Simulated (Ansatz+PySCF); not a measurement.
Two shapes of singlet C3H5(+).

Shape 1:

```xyz
8

C     0.0000    0.0000   -0.4928
C     0.0000    1.1898    0.2111
C     0.0000   -1.1898    0.2111
H     0.0000    0.0000   -1.5874
H     0.0000    2.1593   -0.3030
H     0.0000    1.2037    1.3086
H     0.0000   -2.1593   -0.3030
H     0.0000   -1.2037    1.3086
```

Shape 2:

```xyz
8

C     0.0349   -0.0051   -0.4573
C     0.0473    1.1773    0.2010
C     0.0473   -1.1769    0.2014
H    -0.0132    0.0381   -1.6170
H     0.0310    2.1855   -0.3323
H     0.0324    1.1994    1.3465
H    -0.0432   -2.1676   -0.2793
H     0.0366   -1.2262    1.2831
```

Basis set: def2-SVP (spherical functions). Frozen core: 3 orbitals. Charge 1, multiplicity 1.

Computed with Ansatz (development build ahead of 0.2.0); each method stands on the lowest determinant of its kind that the runs found.

Q: Which shape is lower in energy, and by how much in each method?

A:

```json
{"method": "UHF", "E(2) − E(1) (eV)": "0.306"}
{"method": "RHF-MP2", "E(2) − E(1) (eV)": "0.275"}
{"method": "PBE (restricted)", "E(2) − E(1) (eV)": "0.223"}
{"method": "r²SCAN (unrestricted)", "E(2) − E(1) (eV)": "0.243"}
{"method": "ωB97X (unrestricted)", "E(2) − E(1) (eV)": "0.239"}
```

Shape 1 is lower. Caution for UHF: the unrestricted determinant is spin contaminated; the determinant breaks the point group.
